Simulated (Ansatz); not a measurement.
# P2H4 (triplet): wave-function methods side by side, cc-pVDZ

The task here is to estimate one member of a computed series from the others.

Method: cc-pVDZ, core rule «outside noble gas», up to 10 orbitals frozen; program: Ansatz 0.2.0, Gaussian basis.

The runs, in order: UHF; CCSD(T) on ROHF; CCSD(T) on UHF; BCCD(T) on ROHF; CISD; CCSDT(Q) on ROHF; CCSDT(Q) on UHF; CASSCF and MRCISD+Q, 10 electrons in 10 orbitals; CASSCF and NEVPT2, 10 electrons in 10 orbitals.

27 further runs of the same task are left out: 4 for a known fault of the program, 6 that didn't finish, 17 set aside as unsound or not needed.

### What is computed

The geometry is a PBE0/def2-TZVP stationary point (not a proven minimum).

6 atoms, charge 0, spin multiplicity 3.

Atoms are counted from 1 here; the program's logs count them from 0.

Bond lengths: P1–H3 1.432 Å, P1–H4 1.419 Å, P2–H5 1.423 Å, P2–H6 1.423 Å. Angles: H3–P1–H4 92.7°, H5–P2–H6 91.9°.

Set-up of the first run:

Contents of in.yaml:

```yaml
crystal:
  periodic: [false, false, false]
  atoms:
    - {symbol: P, position_ang: [0.000410, 0.075491, 1.482258]}
    - {symbol: P, position_ang: [-0.001097, -0.100946, -1.530751]}
    - {symbol: H, position_ang: [0.001413, 0.336220, 2.890757]}
    - {symbol: H, position_ang: [-0.002702, -1.330867, 1.673933]}
    - {symbol: H, position_ang: [1.033146, 0.875712, -1.536829]}
    - {symbol: H, position_ang: [-1.010723, 0.901145, -1.537658]}
basis:
  gaussian: {orbitals: cc-pVDZ}
magnetization: {spin_polarized: true, initial_magnetization: 2}
hamiltonian: {xc: hf}
output: {orbitals: {seedname: orbitals}}
```

On the command line:

```
ansatz run in.yaml --threads 1 --pin off --events-out ev --progress --plain --max-ram 2393MiB
```

Steps of the session up to this table: UHF; CCSD(T) on ROHF; CCSD(T) on UHF; BCCD(T) on ROHF; CISD; CCSDT(Q) on ROHF; CCSDT(Q) on UHF; CASSCF and MRCISD+Q, 10 electrons in 10 orbitals; CASSCF and NEVPT2, 10 electrons in 10 orbitals.

One of the session's tables, all rows but one given; the rest of the session is left out.

It belongs to the step «Misses and costs». 

```
          method  from UCCSDT(Q) (kJ/mol)
            ROHF                   +758.8
             UHF                   +733.8
            RMP2                   +151.4
            UMP2                   +154.6
            CISD                        ?
           RCCSD                    +21.4
           UCCSD                    +20.8
        RCCSD(T)                     +4.1
        UCCSD(T)                     +4.1
         BCCD(T)                     +4.1
          RCCSDT                     +0.8
          UCCSDT                     +0.8
       RCCSDT(Q)                      0.0
       UCCSDT(Q)                        0
  CASSCF valence                   +593.6
  NEVPT2 valence                   +153.3
  MRCISD valence                    +60.5
MRCISD+Q valence                     +3.4
```

Q: Estimate the row for CISD from the others.

The run gave: from UCCSDT(Q) (kJ/mol): +95.0. In the column «from UCCSDT(Q) (kJ/mol)» it lies between MRCISD valence (+60.5) and RMP2 (+151.4).

With the free atoms at the same levels and basis (separate runs), the atomisation energy is 11.830 eV at UCCSDT(Q), 11.807 eV at RCCSD(T), 11.806 eV at UCCSD(T), 8.464 eV at ROHF.

Limits of these values: Restricted and unrestricted rows rest on different reference determinants; where their highest levels disagree by more than a few hundredths of an eV, they describe different states and don't form one ladder.
